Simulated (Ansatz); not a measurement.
**Reading a saddle point**

A first-order saddle point of SiPH₇, closed shell, PBE0-D4/def2-TZVP, with one imaginary mode of 1509i cm⁻¹:

```
atom    x (Å)    y (Å)    z (Å)
 Si1  -0.8633   0.6161  -0.3183
  H2  -0.5344  -1.1513  -0.5354
  H3  -1.2697   0.6807  -1.7548
  H4  -1.9912   0.3132   0.5992
  H5  -0.4655   2.0390  -0.0565
  H6   0.1826  -1.6147   0.3055
  P7   1.0236  -0.3863   0.7296
  H8   2.1816   0.0255   1.5108
  H9   1.7362  -0.5224  -0.4802
```

Program: Ansatz 0.2.0. Basis: def2-TZVPP and def2-QZVPP. Cores are frozen in the correlated methods. Extrapolation: Hartree–Fock as exp(−7.88 √X), correlation as X^−2.97.

(1) Which contacts change along the imaginary mode, and what lies on either side? (Judge from chemistry; the calculation decides.)

(2) Which side is lower, and how far does the saddle lie above each? (An estimate is asked for; the value comes from the calculation.)

T1 diagnostic: at most 0.015.

## Answers

(1) By the calculation: The step is SiH₄ + PH₃ → SiPH₅ ([SiH3][PH2]) + H₂, with the molecules in contact on both sides. Shortening one way: Si1–P7, H2–H6; lengthening the same way: Si1–H2, H6–P7.
```csv
pair,one side (Å),saddle (Å),other side (Å)
Si1–P7,3.74,2.38,2.26
H2–H6,3.47,1.20,0.75
Si1–H2,1.49,1.81,3.70
H6–P7,1.42,1.55,3.32
```

(2) By the calculation: The side with Si1–H2, H6–P7 short is lower by 0.76 kcal/mol; the saddle lies 63.11 kcal/mol above it and 62.35 kcal/mol above the other (CCSD(T) at an estimated basis limit (MP2 extrapolated from triple and quadruple zeta, plus CCSD(T) − MP2 in triple zeta); electronic energies).

Labels in which every atom is bracketed show which atoms are joined, not bond orders.

For scale, one of the runs: CCSD(T)/def2-TZVPP, 182 basis functions, launched by `ansatz run in.yaml --threads 2 --pin off --events-out ev --progress --plain --max-ram 4352MiB`. The run took 18 s on 2 CPU threads of an Intel Xeon (shared host), with 1.7 GiB of host memory at its peak.
